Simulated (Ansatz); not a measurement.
CH2NSi (`N#C[SiH2]`) radical, relaxed with UKS PBE-D4/def2-SVP in the Gaussian-basis code of Ansatz from a rough embedded geometry. The force threshold is 0.03 eV/Å; the program also tests the step.

Charge 0, multiplicity 2.

Start:

```xyz
5

N    -0.764    0.576   -2.136
C    -0.458    0.277   -1.001
Si   -0.060   -0.199    0.785
H     0.488   -1.465    0.902
H     0.794    0.810    1.451
```

```json
{"step": "1", "energy (eV)": "-10423.3432", "largest force (eV/Å)": "2.712", "largest move (Å)": "0.000"}
{"step": "2", "energy (eV)": "-10423.5626", "largest force (eV/Å)": "0.927", "largest move (Å)": "0.082"}
{"step": "3", "energy (eV)": "-10423.5836", "largest force (eV/Å)": "0.101", "largest move (Å)": "0.024"}
{"step": "4", "energy (eV)": "-10423.5840", "largest force (eV/Å)": "0.025", "largest move (Å)": "0.006"}
```

End:

```xyz
5

N    -0.738    0.560   -2.074
C    -0.440    0.278   -0.970
Si   -0.085   -0.167    0.782
H     0.481   -1.554    0.851
H     0.782    0.883    1.410
```

Hardware: 2 threads of a server CPU on a shared host. Wall time 3.6 s, peak host memory 0.15 GiB.
